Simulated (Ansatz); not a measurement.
# C2H3FO2: basis-set convergence

One table from this session's results is given with a row withheld; the runs are named, their logs left out.

The runs use Ansatz 0.2.0, Gaussian basis; one geometry, several basis sets.

The runs, in order: PBE0-D4/def2-SVP; ωB97M-V/def2-SVP; PBE0-D4/def2-QZVPP; ωB97M-V/def2-QZVPP; the functionals' def2-TZVPP values are taken from earlier runs.

### The geometry

An earlier PBE0-D4 in a triple-zeta def2 set relaxation fixed the geometry.

SMILES `O=COCF`, 8 atoms, charge 0, spin multiplicity 1.

Atoms are counted from 1 here; the program's logs count them from 0.

Bond lengths: O1–C2 1.196 Å, C2–O3 1.334 Å, C2–H6 1.099 Å, O3–C4 1.414 Å, C4–F5 1.349 Å, C4–H7 1.092 Å, C4–H8 1.092 Å. Angles: O1–C2–O3 125.2°, O1–C2–H6 125.4°, O3–C2–H6 109.4°, C2–O3–C4 115.0°, O3–C4–F5 105.8°, O3–C4–H7 110.1°, O3–C4–H8 110.1°, F5–C4–H7 109.7°, F5–C4–H8 109.7°, H7–C4–H8 111.4°.

Geometry (Å):

```xyz
8
C2H3FO2
O     0.56135   -0.69561    1.56336
C     0.37574    0.42518    1.19069
O    -0.04153    0.77053   -0.02802
C    -0.26611   -0.31009   -0.91233
F    -0.65879    0.24478   -2.07760
H     0.52161    1.32973    1.79670
H     0.65992   -0.86912   -1.06381
H    -1.05999   -0.95250   -0.52468
```

The first run:

Input file in.yaml:

```yaml
crystal:
  periodic: [false, false, false]
  atoms:
    - {symbol: O, position_ang: [0.561351, -0.695607, 1.563357]}
    - {symbol: C, position_ang: [0.375745, 0.425182, 1.190687]}
    - {symbol: O, position_ang: [-0.041530, 0.770526, -0.028021]}
    - {symbol: C, position_ang: [-0.266115, -0.310093, -0.912333]}
    - {symbol: F, position_ang: [-0.658794, 0.244782, -2.077600]}
    - {symbol: H, position_ang: [0.521610, 1.329725, 1.796698]}
    - {symbol: H, position_ang: [0.659924, -0.869120, -1.063806]}
    - {symbol: H, position_ang: [-1.059992, -0.952496, -0.524682]}
basis:
  gaussian: {orbitals: def2-SVP}
hamiltonian: {xc: pbe0, dispersion: d4}
output: {orbitals: {seedname: orbitals}}
```

Command:

```
$ ansatz run in.yaml --threads 2 --pin off --events-out ev --progress --plain --max-ram 4352MiB
```

Steps of the session up to this table: PBE0-D4 in def2-SVP; ωB97M-V in def2-SVP; PBE0-D4 in def2-QZVPP; ωB97M-V in def2-QZVPP.

One table of the session follows, with a row left open; its other results are not shown here.

It belongs to the step «Functionals by basis». 

```
functional       basis  HOMO (eV)  LUMO (eV)
   PBE0-D4    def2-SVP          ?          ?
   PBE0-D4  def2-TZVPP      -8.73      -0.36
   PBE0-D4  def2-QZVPP      -8.77      -0.45
   ωB97M-V    def2-SVP     -11.02       2.31
   ωB97M-V  def2-TZVPP     -11.18       1.96
   ωB97M-V  def2-QZVPP     -11.22       1.79
```

Estimate the missing values for PBE0-D4, def2-SVP.

**Answer.** HOMO (eV): -8.58; LUMO (eV): -0.13. In the column «HOMO (eV)» it is the highest.
